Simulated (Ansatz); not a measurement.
[H···H···NH], triplet along the distance H1-H2

Starting geometry:

```yaml
atoms:
  - { symbol: H, position_ang: [-2.0975, 0.0594, 0.0000] }
  - { symbol: H, position_ang: [-1.3525, 0.0594, 0.0000] }
  - { symbol: N, position_ang: [0.2135, 0.0594, 0.0000] }
  - { symbol: H, position_ang: [0.4826, -0.9448, 0.0000] }
```

From there H2 is moved from one fragment to the other while all else, the fragments' distance too, stays fixed; atoms are numbered as listed. Energies are in eV, counted from the starting geometry at the same level.

Basis 6-31G; Ansatz 0.2.0. Only valence electrons are correlated (noble-gas cores frozen). R marks a restricted (for open shells ROHF) determinant, U an unrestricted one.

Full CI is exact within this basis and frozen core; it isn't the basis-set limit. The frozen core follows each run's orbitals, which can shift R against U totals by a few meV.

```csv
distance H1-H2 (Å),full CI,unpaired electrons (full CI),error UMP2,error UCCSD,error RCCSD(T),error BCCD(T),error UCCSDT,error RCCSDTQ
0.693,0.011,2.02,-0.016,-0.002,-0.001,-0.001,0.000,0.000
0.745,0.000,2.02,0.000,0.000,0.000,0.000,0.000,0.000
0.820,0.125,2.02,0.028,0.005,0.001,0.001,0.000,0.000
0.895,0.322,2.02,0.061,0.012,0.003,0.004,0.001,0.000
0.970,0.503,2.03,0.088,0.019,0.006,0.006,0.002,0.000
1.046,0.607,2.03,0.079,0.024,0.007,0.007,0.003,0.000
1.121,0.613,2.03,0.019,0.023,0.007,0.007,0.004,0.000
1.196,0.563,2.02,-0.054,0.019,0.006,0.005,0.004,0.000
1.271,0.551,2.02,-0.106,0.013,0.004,0.003,0.003,0.000
```

Unpaired electrons are Σ n²(2−n)² over natural occupations. Errors are those of relative energies. In total energy the starting point itself misses full CI by: UMP2 0.575, UCCSD 0.029, RCCSD(T) 0.008, BCCD(T) 0.009, UCCSDT 0.002, RCCSDTQ 0.000 eV.

Spread of the error over the points with a reference, to 1.271 Å (largest less smallest): RCCSDTQ 0.000, UCCSDT 0.004, BCCD(T) 0.008, RCCSD(T) 0.008, UCCSD 0.026, UMP2 0.195 eV.
